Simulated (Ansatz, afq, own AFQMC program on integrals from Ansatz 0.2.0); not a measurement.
# CHSi, quartet → CHSi, sextet

```xyz
3

Si    0.0000   -0.0832    0.5272
C     0.0000    0.0762   -1.3058
H     0.0000    1.4109    0.8685
```

Connectivity, by distances: SiH–C.

E(sextet, charge +0) − E(quartet, charge +0) at this geometry, on UHF and UHF determinants.

Basis cc-pVDZ. Noble-gas cores (and the filled d shells of Ga–Kr and In–Xe) are frozen. Ansatz 0.2.0 and our own AFQMC program on the same integrals; the CISD trial comes from CCSD amplitudes, and released means the phaseless constraint is let go. Free projection: walkers drawn from exp(T), propagated without any constraint. Its projection time is finite, and what remains of the start isn't in its error. ± is one standard error of the sampling. The errors of all members are added in quadrature.

No full CI on the walks' own integrals is used here; CCSDTQ serves as the reference and is uncertain by about the last step of the cluster series. Each member takes its own surest rung, up to full CI.

Errors are counted within cc-pVDZ, not against nature.

Cautions: CHSi (quartet): another spin lies lower, an unrestricted solution with more broken spin lies lower, raised T1 diagnostic (T1 0.048, weight of the determinant 0.84, largest double 0.09), the ph-AFQMC/CISD walk drifts between its halves (2.5 errors), released walk and highest rung disagree (by 12 meV at 2.40 1/Eh), its ph-AFQMC/CISD value lies 28 ± 3 meV above CCSDTQ; CHSi (sextet): another spin lies lower; core correlation is missing, and it shifts such a gap most where an s electron is promoted.

Reference (CCSDTQ): 2.650 eV.

```csv
level,vertical spin gap (eV),error against CCSDTQ (eV)
HF,1.541,-1.110
MP2,2.276,-0.374
CCSD,2.541,-0.110
CCSD(T),2.615,-0.036
CCSDT,2.642,-0.008
CCSDT(Q),2.651,0.000
ph-AFQMC/HF,2.576 ± 0.030,-0.075 ± 0.030
ph-AFQMC/CISD,2.631 ± 0.004,-0.019 ± 0.004
released AFQMC,2.638 ± 0.004,-0.012 ± 0.004
free AFQMC,2.645 ± 0.005,-0.006 ± 0.005
```

Correlation beyond CCSD(T) adds 0.036 eV. The perturbative (T) step is worth +0.074 eV.

CCSDT and higher add their correlation energy to the determinant of the CCSD(T) run, since their own runs factorise the integrals more tightly (a shift of under 2 meV). Free projections are given only where their last times agree within the noise and don't stop above the reference; a slow remainder of the start can still hide under it. A walk keeps the symmetry of its determinant, which the program's search chose and which needn't be the lowest solution, so a lower state of the same spin and another symmetry isn't excluded. Released energies are given only where the last usable release times agree within the noise; a slower fall can still hide under it.
